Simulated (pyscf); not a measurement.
HO–Nb(Cl)(Cl)(Cl)–Cl → O=Nb(Cl)(Cl)–Cl + hydrogen chloride (HCl) (elimination; singlet surface; H–O, Cl–Nb broken, Cl–H formed). Single points on ωB97X-D3(BJ)/def2-SVP structures (PySCF, gas phase). Energies in kcal/mol from the reactant's lowest minimum found.

| level | barrier | reaction energy |
|---|---|---|
| ωB97X-D3(BJ)/def2-TZVP | 18.1 | +8.2 |
| PBE/def2-TZVP | (withheld) | +5.1 |
| B3LYP-D3(BJ)/def2-TZVP | (withheld) | (withheld) |
| PBE0-D3(BJ)/def2-TZVP | 16.5 | +8.0 |
| M06-2X/def2-TZVP | 17.4 | +6.1 |
| ωB97M-D3(BJ)/def2-TZVP | 17.4 | +3.6 |

### Question
Complete the blanks.

### Answer

- PBE/def2-TZVP, barrier: 13.5
- B3LYP-D3(BJ)/def2-TZVP, barrier: 17.7
- B3LYP-D3(BJ)/def2-TZVP, reaction energy: +7.5

The functionals in the table span 4.6 kcal/mol in this barrier, from PBE to ωB97X-D3(BJ). This is the saddle that the search found; another between the same sides may lie lower. Elements past Kr carry the def2 core potentials, without spin-orbit coupling.
